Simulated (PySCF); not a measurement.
Core binding energy against partial charge

Compound: C3H2FN.
Atom-mapped SMILES: `[CH2:1]=[C:2]([F:3])[C:4]#[N:5]`

Binding energies: delta-SCF UKS SCAN, pcX-2 on the ionised atom, pcseg-1 elsewhere, spin-free X2C (PySCF 2.14.0). Charges: PBE0/pcSseg-1 ground-state density, for the ionised atom.

```tsv
atom	environment	C 1s (eV)	Mulliken (e)	IAO (e)	Hirshfeld (e)	ESP (e)
C1	terminal =CH2 carbon	291.66	-0.173	-0.317	-0.083	-0.556
C4	nitrile carbon	293.03	+0.063	+0.116	+0.073	+0.325
C2	vinylic C–F carbon	294.90	+0.245	+0.266	+0.108	+0.254
```

Task: Give the correlation coefficient and slope of binding energy on charge for each scheme.

Result: Mulliken: r = 0.99, slope 7.6 eV per e; IAO: r = 0.93, slope 5.0 eV per e; Hirshfeld: r = 0.90, slope 14.5 eV per e; ESP: r = 0.77, slope 2.6 eV per e. Mulliken charges have the highest r, on only 3 points.

Task: The point-charge model writes a binding energy as kq + V + constant, with V the potential of the other atoms' charges at the site. What does it give with the ESP charges?

Result: V = Σ 14.40 eV Å × q/r over all other atoms: +8.89 eV at C1, -4.05 eV at C4, -2.94 eV at C2. Fitting binding energy − V to q gives k = 17.2 eV per e and leaves an rms residual of 0.81 eV, against 0.84 eV for the fit on q alone. The model has no term for differences in relaxation between sites.

The unrestricted hole states depart most from a pure doublet (⟨S²⟩ = 0.75; over 0.85 named) for C 1s of C4 (0.86), which makes this value less certain. Isolated species at its PBE0-D3(BJ)/def2-SVP geometry, gas phase.
